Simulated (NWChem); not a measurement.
Spin states of O (+1)

SMILES: [O+]
```xyz
1

O      0.0000     0.0000     0.0000
```
Charge +1, spin multiplicity 4.

The numbers come from NWChem runs, not from measurements.

Basis set: def2-TZVP. The gap is E(quartet) − E(doublet), so a negative value puts the higher spin lower. Open shells are unrestricted, coupled cluster uses restricted open-shell references. The quartet is the single determinant that the SCF runs reached, with unpaired electrons in orbitals of symmetry b1u and b2u and b3u (D2h labels); it need not be the lowest quartet, which in molecules with degenerate π orbitals can need several determinants. Where the lowest doublet needs several determinants, the single determinant used here isn't a pure state and places it wrongly.

```tsv
method	vertical doublet-quartet gap (kcal/mol)	remark	difference from CCSD(T)
CCSD(T)	-84.0	large amplitudes	0.0
M06-2X	-93.9	-	-9.9
PBE0	-96.1	-	-12.2
B3LYP	-89.6	-	-5.6
B2PLYP	-93.6	-	-9.7
MP2	-104.1	-	-20.2
HF	-114.7	-	-30.8
```

The values span 30.8 kcal/mol, from HF (lowest) to CCSD(T) (highest). 

The correlated methods keep 1 core orbital frozen. B3LYP has NWChem's definition, with VWN1-RPA local correlation. The stability of the SCF solutions was not checked. Open-shell Hartree-Fock references start from PBE0 orbitals. Coupled-cluster values serve here as a point of comparison, not as the truth.
